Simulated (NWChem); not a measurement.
**Correlation energy of C (-1)**

SMILES: [C-]
```xyz
1

C      0.0000     0.0000     0.0000
```
Charge -1, spin multiplicity 4.

Program: NWChem.

Basis set: def2-TZVPD. Each correlation energy counts from its own Hartree-Fock reference.

The correlated methods keep 1 core orbital frozen. The stability of the SCF solutions was not checked. Open-shell Hartree-Fock references start from PBE0 orbitals. No row is a measurement; the coupled-cluster row has its own basis-set and correlation limits.

One of these methods gave a correlation energy of -92.8 mHa. Which?
(A) CCSD on UHF
(B) SCS-UMP2
(C) CCSD[T] on UHF
(D) UMP2

D, UMP2. The others give -85.9 (SCS-UMP2), -109.0 (CCSD on UHF), -112.9 (CCSD[T] on UHF).
